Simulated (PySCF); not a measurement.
Molecule: `C=CC(=C)CCl`, C5H7Cl.

Geometry (Å), atoms numbered from 1 in this order:
```xyz
13

C     1.9793    0.2431    0.4947
C     0.9881   -0.6419    0.3303
C    -0.4318   -0.3264    0.1589
C    -1.3412   -1.3076    0.0273
C    -0.8653    1.1065    0.0950
Cl   -0.7289    1.9404    1.6833
H     1.7937    1.3185    0.5559
H     3.0143   -0.0888    0.6049
H     1.2300   -1.7104    0.3135
H    -2.4043   -1.0909   -0.1042
H    -1.0426   -2.3592    0.0480
H    -1.9150    1.1852   -0.2120
H    -0.2458    1.6794   -0.6093
```

Geometry PBE0-D3(BJ)/def2-SVP throughout; GIAO in PySCF 2.14, gas phase, one conformer, non-relativistic; equivalent atoms averaged; functional PBE0.

Question: How do the absolute shieldings σ depend on the basis set? (a selection of nuclei; ppm; last column core-seconds on 1 thread of an Arm Neoverse V1, shared host)

Answer: 
```tsv
basis set	functions	C2	C3	C4	C1	C5	Cl6	H8	H11	H7	core-s
STO-3G	41	121.2	122.3	123.3	128.0	186.8	988.0	27.05	27.07	27.11	3.2
6-31G	72	66.6	59.5	77.5	82.0	153.1	856.0	26.83	27.13	26.51	6.2
pcSseg-0	72	46.0	42.2	55.5	60.5	142.1	864.9	27.07	27.30	26.73	6.1
6-31G*	102	64.4	57.5	74.5	78.9	149.2	848.0	26.55	26.87	26.29	8.8
def2-SVP	123	58.5	51.0	71.2	75.1	147.1	869.6	25.95	26.22	25.59	10
cc-pVDZ	123	60.8	52.1	73.7	77.2	148.5	856.2	25.80	26.09	25.48	12
pcSseg-1	144	41.2	33.3	55.0	58.1	135.4	819.8	25.61	25.88	25.40	12
aug-cc-pVDZ	205	59.1	48.6	74.1	76.3	147.1	844.3	25.70	25.94	25.38	27
6-311+G(2d,p)	212	44.9	35.1	60.5	63.1	137.8	814.4	25.95	26.16	25.58	23
def2-TZVP	234	43.7	33.5	59.6	62.3	137.8	805.3	25.90	26.14	25.54	27
cc-pVTZ	282	45.3	36.0	60.6	63.5	138.3	836.4	25.71	25.95	25.38	43
IGLO-III	289	37.4	26.9	53.9	56.4	134.4	819.4	25.78	26.07	25.37	42
pcSseg-2	321	36.6	26.4	52.6	55.5	133.7	811.1	25.61	25.89	25.31	57
```

Question: Which nucleus among those listed moves most, in ppm?

Answer: Cl6 (chlorine bonded to C): from 805.3 ppm with def2-TZVP to 988.0 ppm with STO-3G. The smallest spread is 1.42 ppm, at H11. Proton shifts span only some 12 ppm, so a few tenths of a ppm matter as much there as several ppm in carbon.

Question: Taking the largest basis, pcSseg-2 (321 functions), as the yardstick, rank the others by their worst heavy-atom deviation.

Answer: def2-TZVP 7.1 ppm (234 functions), IGLO-III 8.3 ppm (289 functions), pcSseg-1 8.6 ppm (144 functions), 6-311+G(2d,p) 8.7 ppm (212 functions), cc-pVTZ 25.3 ppm (282 functions), aug-cc-pVDZ 33.2 ppm (205 functions), 6-31G* 36.9 ppm (102 functions), 6-31G 44.9 ppm (72 functions), cc-pVDZ 45.1 ppm (123 functions), pcSseg-0 53.8 ppm (72 functions), def2-SVP 58.5 ppm (123 functions), STO-3G 176.8 ppm (41 functions).

A small basis that lands close on one nucleus may do so by chance; judge by the trend and by all nuclei.
